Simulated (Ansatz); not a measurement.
Geometry optimisation, RHF/def2-SVP (Ansatz 0.2.0).

input.yaml

```yaml
crystal:
  periodic: [false, false, false]
  atoms:
    - { symbol: B, position_ang: [0.005194, 0.159327, 0.045935] }
    - { symbol: F, position_ang: [-0.011965, 0.59723, 1.28979] }
    - { symbol: H, position_ang: [1.060959, 0.041332, -0.500684] }
    - { symbol: H, position_ang: [-1.043892, -0.015432, -0.500146] }
    - { symbol: P, position_ang: [0.150141, -2.794935, 1.05669] }
    - { symbol: H, position_ang: [-0.576903, -2.601923, -0.135213] }
    - { symbol: H, position_ang: [1.413132, -2.488408, 0.51001] }
    - { symbol: H, position_ang: [-0.091166, -1.512589, 1.601019] }
basis:
  gaussian: { orbitals: def2-SVP }
hamiltonian:
  xc: hf
relax:
  f_tol: 0.03
  max_steps: 50
output:
  orbitals: {}
```

Run as:

```bash
$ ansatz run input.yaml --threads 1 --pin off --max-ram 2048MiB --backend cpu --events-out ev --progress --plain --runs-dir out
```

Task: Where does it end, and by what steps?

Result: It converged. The force dipped under the threshold on the way, but the program's further checks kept it going. After 13 steps the energy has fallen by 0.259 eV; H8 moved furthest, 0.68 Å.

```json
{"step": "0", "energy less start (eV)": "0.0000", "largest force component (eV/Å)": "0.548", "accepted": "yes"}
{"step": "1", "energy less start (eV)": "-0.1526", "largest force component (eV/Å)": "0.697", "accepted": "yes"}
{"step": "2", "energy less start (eV)": "-0.1874", "largest force component (eV/Å)": "0.845", "accepted": "yes"}
{"step": "3", "energy less start (eV)": "-0.2315", "largest force component (eV/Å)": "0.415", "accepted": "yes"}
{"step": "4", "energy less start (eV)": "-0.2467", "largest force component (eV/Å)": "0.125", "accepted": "yes"}
{"step": "5", "energy less start (eV)": "-0.2516", "largest force component (eV/Å)": "0.169", "accepted": "yes"}
{"step": "6", "energy less start (eV)": "-0.2555", "largest force component (eV/Å)": "0.059", "accepted": "yes"}
{"step": "7", "energy less start (eV)": "-0.2573", "largest force component (eV/Å)": "0.026", "accepted": "yes"}
{"step": "8", "energy less start (eV)": "-0.2571", "largest force component (eV/Å)": "0.287", "accepted": "no"}
{"step": "9", "energy less start (eV)": "-0.2487", "largest force component (eV/Å)": "0.512", "accepted": "no"}
{"step": "10", "energy less start (eV)": "-0.2579", "largest force component (eV/Å)": "0.027", "accepted": "yes"}
{"step": "11", "energy less start (eV)": "-0.2582", "largest force component (eV/Å)": "0.199", "accepted": "yes"}
{"step": "12", "energy less start (eV)": "-0.2586", "largest force component (eV/Å)": "0.126", "accepted": "yes"}
{"step": "13", "energy less start (eV)": "-0.2590", "largest force component (eV/Å)": "0.002", "accepted": "yes"}
```

```xyz
8
Properties=species:S:1:pos:R:3
B -0.025 0.698 -0.132
F -0.047 0.981 1.148
H 1.038 0.632 -0.678
H -1.069 0.521 -0.689
P 0.212 -3.350 1.183
H -0.568 -3.048 0.044
H 1.434 -2.907 0.629
H -0.071 -2.144 1.862
```

The run took 21 s on 1 thread of Arm Neoverse N1, with other jobs on the host, peak memory 0.12 GiB.
